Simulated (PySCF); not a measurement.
## Spin-Hamiltonian simulation

Molecule: `C/N=C\CC=O`, C4H7NO.

Geometry:
```csv
atom,x (Å),y (Å),z (Å)
C1,1.834,0.103,0.457
N2,1.098,0.959,-0.416
C3,-0.046,0.725,-0.857
C4,-0.930,-0.494,-0.631
C5,-1.710,-0.256,0.629
O6,-1.477,-0.762,1.690
H7,1.360,-0.854,0.690
H8,2.813,-0.065,0.006
H9,1.990,0.651,1.387
H10,-0.482,1.498,-1.481
H11,-1.608,-0.593,-1.477
H12,-0.320,-1.392,-0.524
H13,-2.528,0.480,0.510
```

PySCF calculation with coordinates at the GFN2-xTB level, σ from GIAO-PBE0/pcSseg-1 and couplings computed with B3LYP/pcJ-1 (spin–dipole term only in couplings to heteroatoms); one conformer, non-relativistic Hamiltonian, one averaged value for each set of equivalent atoms, isolated molecule.

Referencing at the same level of theory: TMS for 1H (31.72 ppm).

The 7-spin Hamiltonian (Zeeman plus full scalar coupling among like nuclei) was diagonalised exactly; lines are Lorentzian, 0.4 Hz wide, and the maxima above 3 % are listed with the tallest set to 100.

Peak list at 800 MHz for the spins H7/H8/H9/H10/H11/H12/H13:
```
    Hz    ppm  height
7820.2  9.775      29
7816.0  9.770      57
7811.8  9.765      29
6331.4  7.914       4
6328.4  7.911      12
6325.4  7.907      13
6324.5  7.906       9
6322.4  7.903       6
6321.5  7.902      25
6318.5  7.898      25
6317.6  7.897       6
6315.5  7.894       9
6314.6  7.893      13
6311.6  7.890      13
6308.6  7.886       4
3042.3  3.803      53
3041.5  3.802     100
3040.7  3.801      56
3039.3  3.799      55
3038.5  3.798     100
3037.7  3.797      54
2846.8  3.558      10
2846.0  3.557      27
2845.2  3.556      27
2844.4  3.555      11
2842.6  3.553      11
2841.8  3.552      27
2841.0  3.551      28
2840.1  3.550      14
2839.9  3.550      14
2839.1  3.549      28
2838.2  3.548      27
2837.5  3.547      11
2835.7  3.545      11
2834.9  3.544      27
2834.1  3.543      27
2833.2  3.542      10
```

Task: Extract the chemical shifts and coupling constants behind this pattern (give the signs of the calculation).

Result: 
Shifts (ppm): H7/H8/H9 3.80, H10 7.90, H11/H12 3.55, H13 9.77.
Couplings (Hz): H7–H8, H7–H9, H8–H9: -14.2; H7–H10, H8–H10, H9–H10: -3.0; H7–H11, H7–H12, H8–H11, H8–H12, H9–H11, H9–H12: 0.8; H7–H13, H8–H13, H9–H13: -0.1; H10–H11, H10–H12: 6.9; H11–H12: -9.6; H11–H13, H12–H13: 4.2.
These are the parameters used. A line list fixes at most the relative signs, and those only where coupling is strong; other parameter sets or atom labellings may fit too, and couplings well below the line width leave little trace. Couplings within a CH3 group never show.

Unscaled 3J(H,H) at this level run about 10 % above measured values. Couplings across =CH–CH2 type bonds come from one rotamer and its mirror image, and can be 1–2 Hz further off.
